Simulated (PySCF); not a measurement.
# AlO−: a composite coupled-cluster curve

One table from this session's results is given with a row withheld; the runs are named, their logs left out.

Program: PySCF 2.14.0. Level of theory: CCSD(T) on RHF, no relativity in the base curves; scalar relativity is added as a correction. These are calculated values, not measurements.

2 further runs of the same task are left out: 2 set aside as unsound or not needed.

The first run:

```
molecule             : AlO−
state                : singlet, unpaired electrons none
smaller basis        : Al aug-cc-pV(D+d)Z, O aug-cc-pVDZ
larger basis         : Al aug-cc-pV(T+d)Z, O aug-cc-pVTZ
frozen core orbitals : 6
extrapolation        : correlation as n⁻³ (n = 2, 3), Hartree–Fock as (n+1)·exp(−9√n)
corrections          : core–valence correlation, scalar relativity
distances (Å)        : 1.4547, 1.5208, 1.5869, 1.6531, 1.7192, 1.8018, 1.8845
masses (u)           : 26.9815, 15.9949
dissociation limit   : Al + O−
```

Launch:

```bash
$ OMP_NUM_THREADS=4 python comp.py task.json out
```

Steps of the session up to this table: Coupled cluster at each distance.

One table of the session follows, with a row left open; its other results are not shown here.

Parts of the energy along the bond, in eV from Al + O−:

```
 R (Å)  HF/CBS  CCSD corr.      (T)  core–valence  relativity
1.4547  -3.915      -1.365  -0.1895       -0.0574      0.0054
1.5208  -4.387      -1.447  -0.2138       -0.0340      0.0083
1.5869       ?           ?        ?             ?           ?
1.6531  -4.525      -1.614  -0.2689       -0.0016      0.0113
1.7192  -4.340      -1.697  -0.2998        0.0093      0.0118
1.8018  -3.971      -1.798  -0.3415        0.0192      0.0118
1.8845  -3.506      -1.896  -0.3868        0.0261      0.0114
```

**Question.** Estimate the row for R (Å) = 1.5869.

Worked estimate for «HF/CBS». A straight line through the neighbours (1.5208, -4.387) and (1.6531, -4.525) gives -4.387 + (-4.525 + 4.387) × (1.5869 − 1.5208) / (1.6531 − 1.5208) = -4.456; a parabola fitted to 4 rows on both sides gives -4.566.

**Answer.** HF/CBS: -4.562; CCSD corr.: -1.530; (T): -0.2402; core–valence: -0.0158; relativity: 0.0102. In «HF/CBS» the line misses by +0.106 and the parabola by -0.004.

Limits of these values: Spin–orbit coupling and excitations beyond (T) are left out. An extrapolation from double and triple zeta is rough, so this isn't yet the limit.
